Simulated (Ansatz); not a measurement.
A made-up structure of CH4NSi (charge +1), singlet:

C1  (0.141, 0.688, -0.961)
Si2  (-0.781, -0.514, -0.317)
N3  (0.307, -0.125, 0.685)
H4  (-1.769, -1.514, -0.117)
H5  (0.663, 1.454, -1.476)
H6  (-0.012, 0.309, 1.549)
H7  (1.011, -0.834, 0.882)
(Å)

It is relaxed with PBE-D4/def2-SVP and then PBE0-D4/def2-TZVP (Ansatz 0.2.0). Atoms count as bonded within 1.22 times the sum of their covalent radii (H–H: 0.88 Å). The end point is not checked to be a true minimum.

Q: Does its bonding change? (Judge from chemistry; the calculation decides.)

A: The calculation gives: Yes. Formed: C1–N3; broken: none.

Where it ends: The first stage lowers the energy by 2.24 eV in 21 steps. It ends as CH₄NSi ([CH]1[NH2][SiH]1), total charge +1:
C1  (0.123, 0.526, -0.724)
Si2  (-0.998, -0.644, -0.434)
N3  (0.360, -0.062, 0.668)
H4  (-2.059, -1.653, -0.331)
H5  (0.704, 1.309, -1.181)
H6  (0.203, 0.566, 1.454)
H7  (1.228, -0.579, 0.795)
(Å)

Labels in which every atom is bracketed show which atoms are joined, not bond orders.

For scale, one of the runs: PBE0-D4/def2-TZVP relaxation, 123 basis functions, launched by `ansatz run in.yaml --threads 2 --pin off --events-out ev --progress --plain --max-ram 4352MiB`. The run took about 27 s on 2 CPU threads of an Arm Neoverse V1 (shared host).
